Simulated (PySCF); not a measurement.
Process, species as SMILES: F[C]Cl (closed-shell singlet) + 3 [H][H] (H2) → C (CH4) + Cl (HCl) + F (HF)
B3LYP-D3(BJ)/def2-TZVP geometries, fixed; electronic energies without zero-point terms.

How fast the energy of full hydrogenation converges with the basis for several methods (PySCF): deviation from each method's own reference, in kcal/mol. References: B3LYP -123.62 kcal/mol, the value in def2-QZVPPD; HF -128.23 kcal/mol, the value in def2-QZVPPD; PBE -121.54 kcal/mol, the value in def2-QZVPPD. All functions are spherical. Density fitting with generated auxiliary sets. No added dispersion term, no relativity. 

| basis | functions | B3LYP | HF | PBE |
|---|---|---|---|---|
| 6-31G** | 46 | 8.67 | -0.04 | 9.75 |
| cc-pV(D+d)Z | 51 | 6.93 | -2.50 | 8.14 |
| 6-311G** | 62 | 1.29 | -3.91 | 2.34 |
| def2-TZVPD | 123 | 1.29 | 0.87 | 1.30 |
| def2-TZVPPD | 128 | -0.49 | -0.67 | -0.44 |
| aug-pcseg-2 | 142 | -0.58 | -0.36 | -0.48 |
| cc-pV(Q+d)Z | 175 | 1.04 | 0.28 | 1.31 |
| def2-QZVP | 184 | 0.26 | 0.02 | 0.38 |

Mean absolute deviation over 6-311G**, def2-TZVPD, def2-TZVPPD, aug-pcseg-2: B3LYP 0.91, PBE 1.14, HF 1.45 kcal/mol.
